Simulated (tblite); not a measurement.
# F2H2P: the cost of one run

Computed with tblite 0.8.0 and PySCF 2.14.0; each step states its level. No surroundings beyond the atoms listed, unless a continuum is named. Atoms count from 0, parts from 1.

## (1) Starting point

5 atoms, charge -1, multiplicity 1; geometry: rigid parts in contact. Parts: 1 = atoms 0–3, `FP`, charge 0; 2 = atom 4, `[F-]`, charge -1.

## (2) Bringing the parts together with GFN2-xTB

Job settings and geometry (Å):

```
{"job": {"kind": "dock", "xc": "GFN2-xTB", "basis": "xTB"}, "charge": -1, "multiplicity": 1, "parts": [{"atoms": "0-3", "charge": 0, "multiplicity": 1}, {"atoms": "4-4", "charge": -1, "multiplicity": 1}]}
F      1.338533    -0.130241    -0.189249
P     -0.081837    -0.002136     0.603795
H     -0.728516    -0.936383    -0.224511
H     -0.528180     1.068760    -0.190035
F     -0.875444     1.651579     2.370430
```

With the program's defaults for keys left out, this is: GFN2-xTB search for minima from random contacts, gas phase.

Started as:

```sh
$ OMP_NUM_THREADS=1 python cluster_run.py task.json out
```

One launch serves the whole session: the jobs run in the order shown.

Q: Estimate the wall time of this first job on 1 thread of Intel Xeon Platinum 8375C at 2.90GHz, shared host.

About 3 s.
